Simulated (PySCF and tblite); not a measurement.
Values are calculated unless marked as measured or tabulated.
## Conformer ensemble of 1,4-Dichlorobutane, C4H8Cl2, numbered as in [Cl:1][CH2:2][CH2:3][CH2:4][CH2:5][Cl:6]

The ensemble was built from 150 distance-geometry starts (ETKDG, MMFF94s, GFN2-xTB) and rests on GFN2-xTB geometries. Weights use TPSS-D3(BJ)/def2-TZVP (IEF-PCM, dichloromethane) energies plus GFN2-xTB zero-point and thermal terms (modes under about 100 cm⁻¹ blended into free rotors). Symmetry numbers and mirror images are counted. Conformers within 3 kcal/mol (GFN2-xTB free energy) were kept, 10 at most. GIAO shieldings: wB97X-D/pcSseg-1 (IEF-PCM, dichloromethane). Shifts are against TMS (¹H), TMS (¹³C) at the same level. Programs: PySCF with density fitting and tblite.

Torsions listed: Cl1–C2–C3–C4, C2–C3–C4–C5, C3–C4–C5–Cl6. Of a mirror pair one member is shown.

```tsv
conformer	shape	symmetry	E(GFN2) kcal/mol	E(DFT) kcal/mol	G(298.15 K) kcal/mol	weight %	dipole D
1	-65°, 180°, 179°	C1 (pair)	0.89	0.32	0.00	30.7	3.89
2	65°, 180°, -65°	Ci	0.00	0.00	0.31	18.3	0.01
3	-64°, -178°, -64°	C2 (pair)	0.52	0.29	0.54	12.3	4.06
4	60°, 66°, 61°	C2 (pair)	0.32	0.17	0.57	11.8	0.34
5	-60°, -66°, -173°	C1 (pair)	1.32	0.78	0.61	10.9	3.83
6	180°, 180°, 180°	C2h	1.08	0.33	0.74	8.8	0.01
7	176°, 69°, 176°	C2 (pair)	1.47	0.99	1.12	4.6	0.08
8	-172°, -68°, 80°	C1 (pair)	1.23	1.89	1.78	1.5	3.75
9	66°, 87°, -70°	C1 (pair)	1.40	2.04	1.94	1.2	3.72
```

Weights (%) against temperature:

```tsv
T (K)	1	2	3	4	5	6	7	8	9	S(mix) cal/mol/K
150	29.9	30.3	12.2	13.3	4.6	8.1	1.5	0.1	0.1	4.16
200	31.1	24.2	12.5	12.9	7.3	8.6	2.7	0.4	0.3	4.44
250	31.1	20.6	12.5	12.3	9.4	8.8	3.8	0.9	0.7	4.63
298.15	30.7	18.3	12.3	11.8	10.9	8.8	4.6	1.5	1.2	4.77
400	29.5	15.3	11.8	10.8	12.9	8.6	5.8	2.9	2.4	4.97
```

Averaged shifts at 298.15 K. ¹H: 3.79 (H2/H5, 4H), 1.82 (H3/H4, 4H) ppm. ¹³C: 51.9 (C2/C5), 34.6 (C3/C4) ppm.

Coordinates of conformer 1 (Å):

```xyz
14

Cl   -2.278    0.517    1.531
C    -1.960   -0.124   -0.106
C    -0.528   -0.618   -0.229
C     0.486    0.519   -0.097
C     1.907   -0.004   -0.217
Cl    3.079    1.336   -0.086
H    -2.162    0.688   -0.805
H    -2.671   -0.934   -0.264
H    -0.337   -1.370    0.538
H    -0.420   -1.095   -1.206
H     0.359    1.008    0.870
H     0.306    1.263   -0.876
H     2.077   -0.478   -1.184
H     2.141   -0.707    0.582
```

Coordinates of conformer 2 (Å):

```xyz
14

Cl   -2.393   -1.521    0.476
C    -1.931    0.078   -0.176
C    -0.536    0.468    0.277
C     0.535   -0.468   -0.280
C     1.931   -0.077    0.173
Cl    2.392    1.521   -0.483
H    -2.676    0.786    0.185
H    -1.990    0.000   -1.262
H    -0.341    1.486   -0.066
H    -0.494    0.463    1.368
H     0.493   -0.465   -1.371
H     0.341   -1.486    0.065
H     2.676   -0.786   -0.188
H     1.990    0.003    1.258
```

Shifts are unscaled: against experiment ¹³C can be off by 15 ppm or more and ¹H by 0.8 ppm.

Search and properties took 4 min on 1 thread of AMD EPYC 9R45 96-Core, shared host (rough), launched as `OMP_NUM_THREADS=1 python ens_run.py task.json out`.
